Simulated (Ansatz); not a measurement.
**BSiH5+ (doublet): from Hartree-Fock to the top rungs, cc-pVDZ**

How much of the correlation energy of BSiH5+ (doublet) does each wave-function method recover here?

The runs use Ansatz 0.2.0, Gaussian basis; cc-pVDZ, core rule «outside noble gas», up to 6 orbitals frozen.

Plan: UHF; CCSD(T) on ROHF; CCSD(T) on UHF; BCCD(T) on ROHF; CISD as a restricted active space (open shells left free, so some higher excitations enter); CCSDT(Q) on ROHF; CCSDT(Q) on UHF; CASSCF and MRCISD+Q, 9 electrons in 9 orbitals; CASSCF and NEVPT2, 9 electrons in 9 orbitals.

23 further runs of the same task are left out: 10 that didn't finish, 13 set aside as unsound or not needed. Runs told in other sessions of the task aren't counted.

## 1. What is computed

The geometry is a PBE0/def2-TZVP stationary point (not a proven minimum) of the parent state, kept for this charge and spin.

7 atoms, charge 1, spin multiplicity 2.

Atoms are counted from 1 here; the program's logs count them from 0.

Bond lengths: Si1–B2 2.095 Å, Si1–H3 1.484 Å, Si1–H4 1.484 Å, Si1–H5 1.485 Å, B2–H6 1.205 Å, B2–H7 1.205 Å. Angles: B2–Si1–H3 106.7°, B2–Si1–H4 106.7°, B2–Si1–H5 110.0°, H3–Si1–H4 112.0°, H3–Si1–H5 110.6°, H4–Si1–H5 110.6°, Si1–B2–H6 89.3°, Si1–B2–H7 89.3°, H6–B2–H7 131.0°.

In the tables R marks a restricted open-shell determinant and U an unrestricted one; 'frontier' is the active space of 9 electrons in 9 orbitals; energies count from the table's Hartree-Fock row.

## 2. UHF

in.yaml

```yaml
crystal:
  periodic: [false, false, false]
  atoms:
    - {symbol: Si, position_ang: [-0.018261, 0.000000, 0.580059]}
    - {symbol: B, position_ang: [0.127982, -0.000001, -1.510314]}
    - {symbol: H, position_ang: [0.661937, -1.230696, 1.055108]}
    - {symbol: H, position_ang: [0.661938, 1.230696, 1.055107]}
    - {symbol: H, position_ang: [-1.445963, 0.000001, 0.989065]}
    - {symbol: H, position_ang: [-0.370895, -1.096559, -1.531404]}
    - {symbol: H, position_ang: [-0.370894, 1.096559, -1.531405]}
basis:
  gaussian: {orbitals: cc-pVDZ}
total_charge: 1
magnetization: {spin_polarized: true, initial_magnetization: 1}
hamiltonian: {xc: hf}
output: {orbitals: {seedname: orbitals}}
```

On the command line:

```
ansatz run in.yaml --threads 1 --pin off --events-out ev --progress --plain --max-ram 2393MiB
```

The program printed:

```text
Functional definition: HF
  name "HF"
  cite "Fock, Z. Phys. 61, 126 (1930) doi:10.1007/BF01340294"
  parent pbe
  exchange = exact_x
  correlation = 0
528 factors; integrals over basis functions are off by at most 1.2e-3 eV
mean field evaluation 1: about -8600.2570 eV, gradient 1.0e1 eV
mean field evaluation 2: about -8600.3060 eV, gradient 1.0e1 eV
mean field evaluation 4: about -8601.5445 eV, gradient 9.1e-1 eV
mean field evaluation 8: about -8601.5695 eV, gradient 8.0e-2 eV
mean field -8601.56999941 eV, -316.1018671248 hartree, gradient 1.4e-5 eV, S^2 0.761101; 0 other end points of the search recorded, 0 dependent functions left out
reference -8601.56999941 eV, -316.1018671248 hartree; 12, 11 occupied and 45, 46 virtual orbitals, 528 factors
Total energy: -8601.56999941 eV, -316.1018671248 hartree
```

Wall time 0.51 s (1 thread of Arm Neoverse V1, shared host).

From the report: ⟨S²⟩ of the determinant 0.761 (pure doublet: 0.75).

## 3. CCSD(T) on ROHF

in.yaml: that of step 2 with these lines changed.

```diff
@@ -13,4 +13,3 @@
 total_charge: 1
-magnetization: {spin_polarized: true, initial_magnetization: 1}
-hamiltonian: {xc: hf}
-output: {orbitals: {seedname: orbitals}}
+magnetization: {spin_polarized: false, initial_magnetization: 1}
+correlation: {method: ccsd_t, electrons: outside_noble_gas}
```

Same command.

The program printed, shortened:

```text
Functional definition: HF
  name "HF"
  cite "Fock, Z. Phys. 61, 126 (1930) doi:10.1007/BF01340294"
  parent pbe
[...]
528 factors; integrals over basis functions are off by at most 1.2e-3 eV
[...]
mean field -8601.48201149 eV, -316.0986336282 hartree, gradient 2.6e-6 eV, S^2 0.750000; 1 other end points of the search recorded, 0 dependent functions left out
determinant -8601.48201149 eV, -316.0986336282 hartree, with singles and doubles -8607.29183778 eV, -316.3121408065 hartree
determinant -8599.51619815 eV, -316.0263913205 hartree, with singles and doubles -8605.38055978 eV, -316.2419026354 hartree
6 core orbitals not correlated: weight in the atoms' cores, before any rotation towards them, 1.000 or more for the frozen orbitals, at most 0.000 for the correlated occupied ones
reference -8601.48201149 eV, -316.0986336282 hartree; 6, 5 occupied and 45, 46 virtual orbitals, 528 factors
second order -4.52755516 eV of doubles, -0.05044866 eV of singles
cycle   1  -5.81031340 eV  change   -4.9e-4 eV  update   2.6e-3
[...]
cycle   9  -5.81204890 eV  change   -2.0e-6 eV  update   8.2e-6
perturbative correction -0.12518199 eV, -0.0046003535 hartree
Total energy: -8607.41924238 eV, -316.3168228392 hartree
```

It took 3.4 s on 1 thread of Arm Neoverse V1, shared host.

From the report: correlation -5.9372 eV; T1 0.024; largest double amplitude 0.04.

## 4. CCSD(T) on UHF

in.yaml: that of step 3 with these lines changed.

```diff
@@ -13,3 +13,3 @@
 total_charge: 1
-magnetization: {spin_polarized: false, initial_magnetization: 1}
+magnetization: {spin_polarized: true, initial_magnetization: 1}
 correlation: {method: ccsd_t, electrons: outside_noble_gas}
```

Same command.

The program printed, shortened:

```text
Functional definition: HF
  name "HF"
  cite "Fock, Z. Phys. 61, 126 (1930) doi:10.1007/BF01340294"
  parent pbe
[...]
528 factors; integrals over basis functions are off by at most 1.2e-3 eV
[...]
mean field -8601.56999941 eV, -316.1018671248 hartree, gradient 2.6e-6 eV, S^2 0.761101; 2 other end points of the search recorded, 0 dependent functions left out
determinant -8601.56999941 eV, -316.1018671248 hartree, with singles and doubles -8607.29419650 eV, -316.3122274878 hartree
determinant -8599.56686110 eV, -316.0282531497 hartree, with singles and doubles -8605.38037556 eV, -316.2418958654 hartree
determinant -8598.27366505 eV, -315.9807290714 hartree, with singles and doubles -8604.35038750 eV, -316.2040445026 hartree
6 core orbitals not correlated: weight in the atoms' cores, before any rotation towards them, 1.000 or more for the frozen orbitals, at most 0.000 for the correlated occupied ones
reference -8601.56999941 eV, -316.1018671248 hartree; 6, 5 occupied and 45, 46 virtual orbitals, 528 factors
second order -4.49058152 eV of doubles, -0.00000000 eV of singles
cycle   1  -5.72439928 eV  change   -2.0e-4 eV  update   2.0e-3
[...]
cycle  10  -5.72539440 eV  change   -1.1e-5 eV  update   3.9e-6
perturbative correction -0.12378611 eV, -0.0045490555 hartree
Total energy: -8607.41917992 eV, -316.3168205438 hartree
```

Wall time 3.9 s (1 thread of Arm Neoverse V1, shared host).

From the report: ⟨S²⟩ of the determinant 0.761 (pure doublet: 0.75); correlation -5.8492 eV; T1 0.018; largest double amplitude 0.04.

## 5. BCCD(T) on ROHF

in.yaml: that of step 4 with these lines changed.

```diff
@@ -13,3 +13,3 @@
 total_charge: 1
-magnetization: {spin_polarized: true, initial_magnetization: 1}
-correlation: {method: ccsd_t, electrons: outside_noble_gas}
+magnetization: {spin_polarized: false, initial_magnetization: 1}
+correlation: {method: bccd_t, electrons: outside_noble_gas}
```

The command is unchanged.

The program printed, shortened:

```text
Functional definition: HF
  name "HF"
  cite "Fock, Z. Phys. 61, 126 (1930) doi:10.1007/BF01340294"
  parent pbe
[...]
528 factors; integrals over basis functions are off by at most 1.2e-3 eV
[...]
mean field -8601.48201149 eV, -316.0986336282 hartree, gradient 2.6e-6 eV, S^2 0.750000; 1 other end points of the search recorded, 0 dependent functions left out
determinant -8601.48201149 eV, -316.0986336282 hartree, with singles and doubles -8607.29183778 eV, -316.3121408065 hartree
determinant -8599.51619815 eV, -316.0263913205 hartree, with singles and doubles -8605.38055978 eV, -316.2419026354 hartree
6 core orbitals not correlated: weight in the atoms' cores, before any rotation towards them, 1.000 or more for the frozen orbitals, at most 0.000 for the correlated occupied ones
reference -8601.48201149 eV, -316.0986336282 hartree; 6, 5 occupied and 45, 46 virtual orbitals, 528 factors
second order -4.52755516 eV of doubles, -0.05044866 eV of singles
cycle   1  -5.80863264 eV  change    1.2e-3 eV  update   5.8e-3
[...]
cycle  11  -5.80590703 eV  change   -3.4e-6 eV  update   6.9e-6
perturbative correction -0.13143633 eV, -0.0048301961 hartree
Total energy: -8607.41935485 eV, -316.3168269722 hartree
```

Run time: 3.9 s. Hardware: 1 thread of Arm Neoverse V1, shared host.

From the report: correlation -5.9373 eV; largest double amplitude 0.04.

## 6. CISD as a restricted active space (open shells left free, so some higher excitations enter)

in.yaml: that of step 5 with these lines changed.

```diff
@@ -14,2 +14,2 @@
 magnetization: {spin_polarized: false, initial_magnetization: 1}
-correlation: {method: bccd_t, electrons: outside_noble_gas}
+correlation: {active_space: {ras: {orbitals: [5, 1, 45], electrons: 11, max_holes: 2, max_particles: 2}, fixed_orbitals: true}}
```

The command is unchanged.

The program printed:

```text
Functional definition: HF
  name "HF"
  cite "Fock, Z. Phys. 61, 126 (1930) doi:10.1007/BF01340294"
  parent pbe
  exchange = exact_x
  correlation = 0
528 factors; integrals over basis functions are off by at most 1.2e-3 eV
mean field evaluation 1: about -8600.2679 eV, gradient 1.3e1 eV
mean field evaluation 2: about -8600.3168 eV, gradient 1.3e1 eV
mean field evaluation 4: about -8601.4650 eV, gradient 1.0e0 eV
mean field evaluation 8: about -8601.4812 eV, gradient 1.1e-1 eV
mean field evaluation 16: about -8601.4820 eV, gradient 2.6e-6 eV
mean field -8601.48201149 eV, -316.0986336282 hartree, gradient 2.6e-6 eV, S^2 0.750000; 0 other end points of the search recorded, 0 dependent functions left out
reference -8601.48201149 eV, -316.0986336282 hartree; 12, 11 occupied and 45, 46 virtual orbitals, 528 factors
state -8606.84476958 eV, -316.2957113531 hartree
Total energy: -8606.84476958 eV, -316.2957113531 hartree
```

Wall time 3.4 s (1 thread of Arm Neoverse V1, shared host).

From the report: 66,380 determinants.

## 7. CCSDT(Q) on ROHF

in.yaml: that of step 6 with these lines changed.

```diff
@@ -14,2 +14,2 @@
 magnetization: {spin_polarized: false, initial_magnetization: 1}
-correlation: {active_space: {ras: {orbitals: [5, 1, 45], electrons: 11, max_holes: 2, max_particles: 2}, fixed_orbitals: true}}
+correlation: {method: ccsdt_q, electrons: outside_noble_gas}
```

Same command.

The program printed, shortened:

```text
Functional definition: HF
  name "HF"
  cite "Fock, Z. Phys. 61, 126 (1930) doi:10.1007/BF01340294"
  parent pbe
[...]
1097 factors; integrals over basis functions are off by at most 2.1e-7 eV
[...]
mean field -8601.48204895 eV, -316.0986350049 hartree, gradient 2.9e-6 eV, S^2 0.750000; 1 other end points of the search recorded, 0 dependent functions left out
determinant -8601.48204895 eV, -316.0986350049 hartree, with singles and doubles -8607.29184870 eV, -316.3121412078 hartree
determinant -8599.51623475 eV, -316.0263926656 hartree, with singles and doubles -8605.38057441 eV, -316.2419031733 hartree
6 core orbitals not correlated: weight in the atoms' cores, before any rotation towards them, 1.000 or more for the frozen orbitals, at most 0.000 for the correlated occupied ones
reference -8601.48204895 eV, -316.0986350049 hartree; 6, 5 occupied and 45, 46 virtual orbitals, 1097 factors
second order -4.52759042 eV of doubles, -0.05044867 eV of singles
cycle   1  -5.45877856 eV  change   -8.8e-1 eV  update   7.7e-2
[...]
cycle  21  -5.96951622 eV  change   -6.5e-7 eV  update   1.1e-6
perturbative correction -0.00366349 eV, -0.0001346309 hartree
Total energy: -8607.45522866 eV, -316.3181453107 hartree
```

It took 93 s on 1 thread of Arm Neoverse V1, shared host; peak memory 0.94 GiB.

From the report: correlation -5.9732 eV; T1 0.025; largest double amplitude 0.04.

## 8. CCSDT(Q) on UHF

in.yaml: that of step 7 with these lines changed.

```diff
@@ -13,3 +13,3 @@
 total_charge: 1
-magnetization: {spin_polarized: false, initial_magnetization: 1}
+magnetization: {spin_polarized: true, initial_magnetization: 1}
 correlation: {method: ccsdt_q, electrons: outside_noble_gas}
```

The command is unchanged.

The program printed, shortened:

```text
Functional definition: HF
  name "HF"
  cite "Fock, Z. Phys. 61, 126 (1930) doi:10.1007/BF01340294"
  parent pbe
[...]
1097 factors; integrals over basis functions are off by at most 2.1e-7 eV
[...]
mean field -8601.57003686 eV, -316.1018685010 hartree, gradient 1.9e-6 eV, S^2 0.761101; 2 other end points of the search recorded, 0 dependent functions left out
determinant -8601.57003686 eV, -316.1018685010 hartree, with singles and doubles -8607.29420749 eV, -316.3122278917 hartree
determinant -8599.56689790 eV, -316.0282545019 hartree, with singles and doubles -8605.38038706 eV, -316.2418962882 hartree
determinant -8598.27370410 eV, -315.9807305063 hartree, with singles and doubles -8604.35040228 eV, -316.2040450457 hartree
6 core orbitals not correlated: weight in the atoms' cores, before any rotation towards them, 1.000 or more for the frozen orbitals, at most 0.000 for the correlated occupied ones
reference -8601.57003686 eV, -316.1018685010 hartree; 6, 5 occupied and 45, 46 virtual orbitals, 1097 factors
second order -4.49061646 eV of doubles, -0.00000000 eV of singles
cycle   1  -5.37055708 eV  change   -8.8e-1 eV  update   7.6e-2
[...]
cycle  21  -5.88182341 eV  change   -4.7e-7 eV  update   9.0e-7
perturbative correction -0.00404263 eV, -0.0001485639 hartree
Total energy: -8607.45590289 eV, -316.3181700881 hartree
```

It took 82 s on 1 thread of Arm Neoverse V1, shared host; peak memory 0.73 GiB.

From the report: ⟨S²⟩ of the determinant 0.761 (pure doublet: 0.75); correlation -5.8859 eV; T1 0.019; largest double amplitude 0.04.

## 9. CASSCF and MRCISD+Q, 9 electrons in 9 orbitals

in.yaml: that of step 8 with these lines changed.

```diff
@@ -13,3 +13,3 @@
 total_charge: 1
-magnetization: {spin_polarized: true, initial_magnetization: 1}
-correlation: {method: ccsdt_q, electrons: outside_noble_gas}
+magnetization: {spin_polarized: false, initial_magnetization: 1}
+correlation: {method: fic_mrcisd_q, electrons: outside_noble_gas, active_space: {window: {electrons: 9, orbitals: 9}}}
```

The command is unchanged.

The program printed, shortened:

```text
Functional definition: HF
  name "HF"
  cite "Fock, Z. Phys. 61, 126 (1930) doi:10.1007/BF01340294"
  parent pbe
[...]
528 factors; integrals over basis functions are off by at most 1.2e-3 eV
[...]
mean field -8601.48201149 eV, -316.0986336282 hartree, gradient 2.6e-6 eV, S^2 0.750000; 0 other end points of the search recorded, 0 dependent functions left out
reference -8601.48201149 eV, -316.0986336282 hartree; 12, 11 occupied and 45, 46 virtual orbitals, 528 factors
state -8603.21497618 eV, -316.1623189059 hartree
contracted CI cycle   1: correlation 0.00000000 eV, 0.0000000000 hartree, residual 1.53e1 eV
contracted CI cycle   2: correlation -3.71128611 eV, -0.1363872491 hartree, residual 3.11e0 eV
contracted CI cycle   3: correlation -3.87956107 eV, -0.1425712395 hartree, residual 8.59e-1 eV
[...]
contracted CI cycle   3: correlation -3.93897319 eV, -0.1447545949 hartree, residual 8.02e-1 eV
contracted CI cycle   4: correlation -3.95047973 eV, -0.1451774523 hartree, residual 2.41e-1 eV
contracted CI cycle   5: correlation -3.95165342 eV, -0.1452205848 hartree, residual 9.58e-2 eV
contracted CI cycle   6: correlation -3.95185158 eV, -0.1452278669 hartree, residual 4.16e-2 eV
contracted CI cycle   7: correlation -3.95188507 eV, -0.1452290978 hartree, residual 1.62e-2 eV
contracted CI cycle   8: correlation -3.95188997 eV, -0.1452292778 hartree, residual 6.65e-3 eV
contracted CI cycle   9: correlation -3.95189078 eV, -0.1452293076 hartree, residual 2.68e-3 eV
contracted CI cycle  10: correlation -3.95189092 eV, -0.1452293125 hartree, residual 1.04e-3 eV
state -8603.14777437 eV, -316.1598492851 hartree; corrected -8607.41046824 eV, -316.3165003953 hartree
state -8603.21497618 eV, -316.1623189059 hartree; corrected -8607.41518317 eV, -316.3166736660 hartree
[...]
Total energy: -8607.41518317 eV, -316.3166736660 hartree
```

Run time: 32 s. Hardware: 1 thread of Arm Neoverse V1, shared host; peak memory 0.49 GiB.

From the report: 15,876 determinants; active occupations 1.98, 1.98, 1.97, 1.97, 1.00, 0.03, 0.02, 0.02, 0.02.

## 10. CASSCF and NEVPT2, 9 electrons in 9 orbitals

in.yaml: that of step 9 with these lines changed.

```diff
@@ -14,2 +14,2 @@
 magnetization: {spin_polarized: false, initial_magnetization: 1}
-correlation: {method: fic_mrcisd_q, electrons: outside_noble_gas, active_space: {window: {electrons: 9, orbitals: 9}}}
+correlation: {method: sc_nevpt2, electrons: outside_noble_gas, active_space: {window: {electrons: 9, orbitals: 9}}}
```

Launched as before.

The program printed, shortened:

```text
Functional definition: HF
  name "HF"
  cite "Fock, Z. Phys. 61, 126 (1930) doi:10.1007/BF01340294"
  parent pbe
[...]
528 factors; integrals over basis functions are off by at most 1.2e-3 eV
[...]
mean field -8601.48201149 eV, -316.0986336282 hartree, gradient 2.6e-6 eV, S^2 0.750000; 0 other end points of the search recorded, 0 dependent functions left out
reference -8601.48201149 eV, -316.0986336282 hartree; 12, 11 occupied and 45, 46 virtual orbitals, 528 factors
state -8603.21497618 eV, -316.1623189059 hartree
state -8603.21497618 eV, -316.1623189059 hartree; corrected -8606.14162570 eV, -316.2698712922 hartree
state -8603.14777437 eV, -316.1598492851 hartree
state -8603.14777437 eV, -316.1598492851 hartree; corrected -8606.13671967 eV, -316.2696909991 hartree
state -8603.21497618 eV, -316.1623189059 hartree; corrected -8606.14162570 eV, -316.2698712922 hartree
[...]
Total energy: -8606.14162570 eV, -316.2698712922 hartree
```

Wall time 18 s (1 thread of Arm Neoverse V1, shared host).

From the report: 15,876 determinants; active occupations 1.98, 1.98, 1.97, 1.97, 1.00, 0.03, 0.02, 0.02, 0.02.

## 11. Misses and costs

The yardstick is UCCSDT(Q), where the cluster series has nearly closed. Rows without a time are mean-field rows or come out of runs for another level: lower rungs of the coupled-cluster runs, CASSCF and MRCISD of the multireference runs, or the Hartree-Fock search.

Differences are taken before rounding.

| method | energy from the lowest ROHF (meV) | from UCCSDT(Q) (meV) | time |
| --- | --- | --- | --- |
| ROHF | 0.0 | +5973.9 |  |
| UHF | -88.0 | +5885.9 |  |
| RMP2 | -4578.0 | +1395.9 |  |
| UMP2 | -4578.6 | +1395.3 |  |
| CISD | -5362.8 | +611.1 | 3.4 s |
| RCCSD | -5812.0 | +161.8 |  |
| UCCSD | -5813.4 | +160.5 |  |
| RCCSD(T) | -5937.2 | +36.7 | 3.4 s |
| UCCSD(T) | -5937.2 | +36.7 | 3.9 s |
| BCCD(T) | -5937.3 | +36.5 | 3.9 s |
| RCCSDT | -5969.6 | +4.3 |  |
| UCCSDT | -5969.8 | +4.0 |  |
| RCCSDT(Q) | -5973.2 | +0.7 | 93 s |
| UCCSDT(Q) | -5973.9 | 0 | 82 s |
| CASSCF frontier | -1733.0 | +4240.9 |  |
| NEVPT2 frontier | -4659.6 | +1314.3 | 18 s |
| MRCISD frontier | -5627.3 | +346.6 |  |
| MRCISD+Q frontier | -5933.2 | +40.7 | 32 s |

Among the levels timed on like hardware and quicker than the yardstick, those that no quicker one beats, quickest first: CISD (3.4 s, +611.1 meV); RCCSD(T) (3.4 s, +36.7 meV); BCCD(T) (3.9 s, +36.5 meV).

## 12. Summary of results

| quantity | value |
| --- | --- |
| UCCSDT(Q) from the ROHF energy | -5.9739 eV |
| RMP2 from UCCSDT(Q) | +1395.9 meV |
| UMP2 from UCCSDT(Q) | +1395.3 meV |
| RCCSD from UCCSDT(Q) | +161.8 meV |
| RCCSD(T) from UCCSDT(Q) | +36.7 meV |
| UCCSD(T) from UCCSDT(Q) | +36.7 meV |
| RCCSDT(Q) from UCCSDT(Q) | +0.7 meV |
| NEVPT2 frontier from UCCSDT(Q) | +1314.3 meV |
| MRCISD+Q frontier from UCCSDT(Q) | +40.7 meV |
| levels within 1 kcal/mol (43 meV) | RCCSD(T), UCCSD(T), BCCD(T), RCCSDT, UCCSDT, RCCSDT(Q), MRCISD+Q frontier |
| T1 diagnostic | 0.024 |

RCCSD(T) lands +36.7 meV from the yardstick (0.6 % of the correlation energy). Of the multireference levels listed MRCISD+Q frontier comes nearest in total energy (+40.7 meV), which doesn't show that its space is the better one. These misses are within one basis, not against nature; the frozen cores of restricted and unrestricted runs differ, which can shift their rows.

With open shells the CI space here admits some higher excitations, so it is larger than plain CISD.

BCCD(T) reaches 36.5 meV from the reference in 3.9 s, where UCCSDT(Q) took 82 s; the quickest level in the cost chart, CISD, takes 3.4 s and misses by 611.1 meV.
